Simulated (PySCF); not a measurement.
Which orbitals make which state

Species: thionyl fluoride, F2OS.
SMILES: `O=S(F)F`

Method used: TDDFT PBE0/def2-SVPD, vertical, gas phase, core orbitals frozen in the response in PySCF. Geometry: GFN2-xTB; no solvent, vibrations or thermal averaging.

Orbital energies (eV): HOMO-3 -12.67, HOMO-2 -12.24, HOMO-1 -11.63, HOMO -10.25, LUMO -2.15, LUMO+1 -1.08, LUMO+2 0.59.

Computed singlets:

| state | E (eV) | f |
| --- | --- | --- |
| S1 | 6.46 | 0.034 |
| S2 | 7.48 | 0.016 |
| S3 | 8.13 | 0.0086 |
| S4 | 8.43 | 0.071 |
| S5 | 8.47 | 0.0001 |
| S6 | 8.69 | 0.026 |

Assign a leading configuration to S1, S3, S5 and S6 and set E beside the orbital difference Δε.

| state | leading configuration | weight | Δε (eV) | E (eV) | E − Δε (eV) | f | other configurations |
| --- | --- | --- | --- | --- | --- | --- | --- |
| S1 | HOMO→LUMO | 0.94 | 8.11 | 6.46 | -1.65 | 0.034 | – |
| S3 | HOMO-2→LUMO | 0.95 | 10.10 | 8.13 | -1.97 | 0.0086 | – |
| S5 | HOMO-1→LUMO+1 | 0.97 | 10.55 | 8.47 | -2.08 | 0.0001 | – |
| S6 | HOMO-3→LUMO | 0.72 | 10.53 | 8.69 | -1.84 | 0.026 | H-1→L (11%) |

E − Δε runs from -2.08 to -1.65 eV. 

H and L stand for HOMO and LUMO. The other states: S2 7.48 eV, f 0.016, H→L+1 (60%), H-1→L (39%); S4 8.43 eV, f 0.071, H-1→L (34%), H-3→L (25%), H→L+1 (23%).

Which computed triplets share their leading configuration (75% or more) with a singlet, and how far apart are the partners?

| configuration | triplet | E(T) (eV) | singlet | E(S) (eV) | E(S) − E(T) (eV) |
| --- | --- | --- | --- | --- | --- |
| HOMO→LUMO | T1 | 5.14 | S1 | 6.46 | +1.31 |

The 2 triplets are Tamm–Dancoff values, the singlets full response.

Summed over the main configurations (up to three a state, each over 8%) of all 6 singlets, the electron leaves HOMO-1 with weight 1.80, HOMO with weight 1.77, HOMO-3 with weight 0.97 and HOMO-2 with weight 0.95.

Hardware: one thread of an Intel Xeon Platinum 8259CL at 2.50 GHz, no GPU, on a shared host. Cost: 5.2 s of wall time, 0.39 GiB resident at most.
